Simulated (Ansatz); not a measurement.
## Relaxing a trial structure of C4H8Cl+

The starting geometry of this gas-phase singlet was optimised with GFN2-xTB.

```xyz
13

C     0.7491    0.1677    1.1848
C    -0.5520    0.6792    0.7055
C    -1.7794    0.2199    1.3891
C    -0.6451    1.3273   -0.6133
Cl   -0.5207    2.6888    0.5685
H     1.5983    0.6642    0.7221
H     0.8034   -0.8917    0.9206
H     0.8357    0.2275    2.2677
H    -1.9181   -0.8361    1.1411
H    -1.6886    0.2804    2.4720
H    -2.6708    0.7521    1.0663
H    -1.6003    1.3296   -1.1300
H     0.2137    1.2916   -1.2768
```

Q: Predict what becomes of its bonds when it is optimised with B3LYP-D3(BJ)/def2-SVP.

A: A bond breaks, leaving `C[C+](C)CCl`. Contacts that open: C2–Cl5 (2.01 → 2.32 Å).

The energy falls by 0.14 eV over 9 steps:

```csv
step,E − E(last) (eV)
1,0.136
2,0.078
3,0.034
4,0.018
5,0.004
6,0.002
7,0.000
8,0.000
9,0.000
```

Final geometry (Å):

```yaml
atoms:
  - { symbol: C, position_ang: [0.7607, 0.1622, 1.2008] }
  - { symbol: C, position_ang: [-0.5535, 0.5994, 0.7066] }
  - { symbol: C, position_ang: [-1.7883, 0.2149, 1.4068] }
  - { symbol: C, position_ang: [-0.6412, 1.3403, -0.5688] }
  - { symbol: Cl, position_ang: [-0.5322, 2.8962, 0.3820] }
  - { symbol: H, position_ang: [1.6007, 0.7112, 0.7561] }
  - { symbol: H, position_ang: [0.8464, -0.8972, 0.8683] }
  - { symbol: H, position_ang: [0.8203, 0.1484, 2.2983] }
  - { symbol: H, position_ang: [-1.9697, -0.8389, 1.0958] }
  - { symbol: H, position_ang: [-1.6714, 0.2000, 2.4996] }
  - { symbol: H, position_ang: [-2.6654, 0.7995, 1.1007] }
  - { symbol: H, position_ang: [-1.6044, 1.3011, -1.0905] }
  - { symbol: H, position_ang: [0.2233, 1.2633, -1.2382] }
```

Frequencies at the end are all real (lowest 98 cm⁻¹). Run with Ansatz 0.2.0, 36 s on 2 threads of Arm Neoverse N1, with other jobs on the host.
